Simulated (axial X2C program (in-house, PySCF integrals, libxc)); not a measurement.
# Potential curves of BO, two-component

Calculated with an in-house all-electron X2C program for linear molecules (integrals from PySCF). Two-component (2c) means X2C with spin–orbit coupling and atomic mean-field two-electron Coulomb and Gaunt terms. Basis: O dyall-av3z [7s6p3d2f], B dyall-v3z [7s6p2d1f] (cores contracted in-house); Gaussian nuclei, density fitting, unrestricted open shells. Masses: O 15.995 u, B 11.009 u.

State: Ω = 1/2 (⟨Sz⟩ = 0.50, ⟨Lz⟩ = 0.00 at HF). Energies in eV from the fragments at the same level (O + B). Fits are polynomials in 1 − R0/R over 0.85 to 1.23 times the lowest point R0.

```json
{"R (Å)": "1.0449", "MP2": "-7.1046", "CCSD": ""}
{"R (Å)": "1.0929", "MP2": "-8.0412", "CCSD": "-7.1438"}
{"R (Å)": "1.1289", "MP2": "-8.4727", "CCSD": "-7.5514"}
{"R (Å)": "1.1650", "MP2": "-8.7213", "CCSD": "-7.7759"}
{"R (Å)": "1.2010", "MP2": "-8.8209", "CCSD": "-7.8519"}
{"R (Å)": "1.2430", "MP2": "-8.7875", "CCSD": "-7.7932"}
{"R (Å)": "1.2851", "MP2": "-8.6258", "CCSD": "-7.6110"}
{"R (Å)": "1.3391", "MP2": "-8.2733", "CCSD": "-7.2446"}
{"R (Å)": "1.4052", "MP2": "-7.6736", "CCSD": ""}
```

Correlated methods: 9 electrons correlated (number of frozen shells: O 1 s; B 1 s), 175 virtual spin orbitals or spinors in MP2, 89 natural virtuals in coupled cluster.

The state is a single determinant with fixed occupations, the lowest that a limited PBE0 search found. De is counted from the lowest determinant-based energies of the atoms at the same level, without counterpoise correction. CCSD ran in a truncated set of natural virtual spinors with an MP2 remainder; without triples it tends to underbind. Some points did not converge and are left out. The determinant is spin-polarised beyond a pure state at some levels (its spin-free form has ⟨S²⟩ too high), which makes Re and μ there less reliable. Coupled cluster ran on the points near the minimum only. MP2 and coupled cluster on one determinant become unreliable at the stretched end.

(1) Fit the MP2 curve near its minimum: give the equilibrium distance, the harmonic wavenumber and the well depth.

(2) Fit the CCSD curve near its minimum: give the equilibrium distance, the harmonic wavenumber and the well depth.

## Answers

(1) At MP2, 2c: Re = 1.212 Å, ωe ≈ 1900 cm⁻¹, De = 8.83 eV to O + B; Be follows as 1.76 cm⁻¹.

(2) At CCSD, 2c: Re = 1.205 Å, ωe ≈ 1920 cm⁻¹, De = 7.85 eV to O + B; Be follows as 1.78 cm⁻¹.
